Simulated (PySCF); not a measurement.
Screening by computed properties: pick the candidate that meets the target.

Species are written as SMILES; each is one conformer at its optimised geometry, gas phase, non-relativistic unless stated. Electronic properties by PySCF.

Dipoles, sizes and rotational constants follow the conformer. The torsions of the flexible species, by atom-mapped SMILES:
- `[CH2:1]=[CH:2][CH2:3][C:4]1=[CH:5][CH:6]=[CH:7][SiH2:8]1`: C1–C2–C3–C4 -115°, C2–C3–C4–C5 -107°
- `[OH:1][CH2:2][C:3]([F:4])([F:5])[F:6]`: O1–C2–C3–F4 57°, H–O1–C2–C3 -59°
- `[CH2:1]=[C:2]([CH3:3])[C:4]1=[CH:5][CH:6]=[CH:7][SiH2:8]1`: C1–C2–C4–C5 180°
- `[CH2:1]=[C:2]([CH3:3])[C+:4]1[CH:5]=[CH:6][CH2:7][CH2:8]1`: C1–C2–C4–C5 3°
- `[N:1]#[C:2][C:3](/[CH:4]=[CH:5]\[F:6])=[CH:7]/[SiH3:8]`: C2–C3–C4–C5 -3°

Question: Wanted: HOMO–LUMO gap between 7 eV and 9 eV (CAM-B3LYP/def2-SVPD) and dipole moment below 1 D (CAM-B3LYP/def2-SVPD), at GFN2-xTB geometries. Which candidate meets both?
A. `FP(F)(F)(F)F` (PF5)
B. `C=N` (CH3N)
C. `C=C(C)C1=CC=C[SiH2]1` (C7H10Si)
D. `N#CC1=CC=CC=C1F` (C7H4FN)
E. `C=CCC1=CC=C[SiH2]1` (C7H10Si)
F. `OCC(F)(F)F` (C2H3F3O)

Answer: E. Computed values:
| species | HOMO–LUMO gap | dipole moment |
| --- | --- | --- |
| C=C(C)C1=CC=C[SiH2]1 (C7H10Si) | 6.60 eV | 0.58 D |
| C=CCC1=CC=C[SiH2]1 (C7H10Si) | 7.35 eV | 0.35 D |
| N#CC1=CC=CC=C1F (C7H4FN) | 8.37 eV | 5.50 D |
| C=N (CH3N) | 9.82 eV | 1.97 D |
| OCC(F)(F)F (C2H3F3O) | 11.46 eV | 1.73 D |
| FP(F)(F)(F)F (PF5) | 14.24 eV | 0.00 D |

Question: Wanted: lowest triplet excitation (Tamm–Dancoff) between 3.3 eV and 9 eV (TDA CAM-B3LYP/def2-SVPD) and static isotropic polarisability below 24 au (CAM-B3LYP/def2-SVPD), at GFN2-xTB geometries. Which candidate meets both?
A. `C=CCC1=CC=C[SiH2]1` (C7H10Si)
B. `N#Cc1ccccc1F` (C7H4FN)
C. `OCC(F)(F)F` (C2H3F3O)
D. `N#CC(/C=C\F)=C/[SiH3]` (C5H6FNSi)
E. `FP(F)(F)(F)F` (PF5)
F. `C=C(C)[C+]1C=CCC1` ([C8H11]+)
G. `C=N` (CH3N)

Answer: G. Computed values:
```csv
species,lowest triplet excitation (Tamm–Dancoff),static isotropic polarisability
C=C(C)[C+]1C=CCC1 ([C8H11]+),2.18 eV,94.4 au
C=CCC1=CC=C[SiH2]1 (C7H10Si),2.58 eV,105.5 au
N#CC(/C=C\F)=C/[SiH3] (C5H6FNSi),2.80 eV,96.5 au
N#Cc1ccccc1F (C7H4FN),3.83 eV,83.3 au
C=N (CH3N),4.15 eV,21.6 au
OCC(F)(F)F (C2H3F3O),7.31 eV,33.8 au
FP(F)(F)(F)F (PF5),9.85 eV,26.3 au
```

Question: Wanted: smallest rotational constant below 1.1 GHz (GFN2-xTB) and lowest singlet excitation below 4.7 eV (TDDFT CAM-B3LYP/def2-SVPD), at GFN2-xTB geometries. Which candidate meets both?
A. `N#CC(/C=C\F)=C/[SiH3]`
B. `[SiH2]1C(CC=C)=CC=C1`
C. `OCC(F)(F)F`
D. `c1(F)ccccc1C#N`
E. `C=C(C)[C+]1C=CCC1`

Answer: B. Computed values:
| species | smallest rotational constant | lowest singlet excitation |
| --- | --- | --- |
| N#CC(/C=C\F)=C/[SiH3] | 0.743 GHz | 5.08 eV |
| [SiH2]1C(CC=C)=CC=C1 | 0.926 GHz | 4.24 eV |
| c1(F)ccccc1C#N | 1.007 GHz | 5.19 eV |
| C=C(C)[C+]1C=CCC1 | 1.156 GHz | 4.11 eV |
| OCC(F)(F)F | 2.780 GHz | 7.70 eV |

Question: Wanted: HOMO energy between -12 eV and -8.9 eV (CAM-B3LYP/def2-SVPD) and electronic spatial extent ⟨r²⟩ about the centre of nuclear charge above 800 bohr² (CAM-B3LYP/def2-SVPD), at GFN2-xTB geometries. Which candidate meets both?
A. `C=N` (CH3N)
B. `N#Cc1ccccc1F` (C7H4FN)
C. `FP(F)(F)(F)F` (PF5)
D. `N#CC(/C=C\F)=C/[SiH3]` (C5H6FNSi)
E. `OCC(F)(F)F` (C2H3F3O)
F. `C=C(C)[C+]1C=CCC1` ([C8H11]+)
G. `C=CCC1=CC=C[SiH2]1` (C7H10Si)

Answer: B. Computed values:
```csv
species,HOMO energy,electronic spatial extent ⟨r²⟩ about the centre of nuclear charge
FP(F)(F)(F)F (PF5),-13.95 eV,483 bohr²
C=C(C)[C+]1C=CCC1 ([C8H11]+),-13.49 eV,1028 bohr²
OCC(F)(F)F (C2H3F3O),-10.53 eV,493 bohr²
N#Cc1ccccc1F (C7H4FN),-9.17 eV,1070 bohr²
C=N (CH3N),-9.07 eV,70 bohr²
N#CC(/C=C\F)=C/[SiH3] (C5H6FNSi),-8.72 eV,1434 bohr²
C=CCC1=CC=C[SiH2]1 (C7H10Si),-7.67 eV,1309 bohr²
```
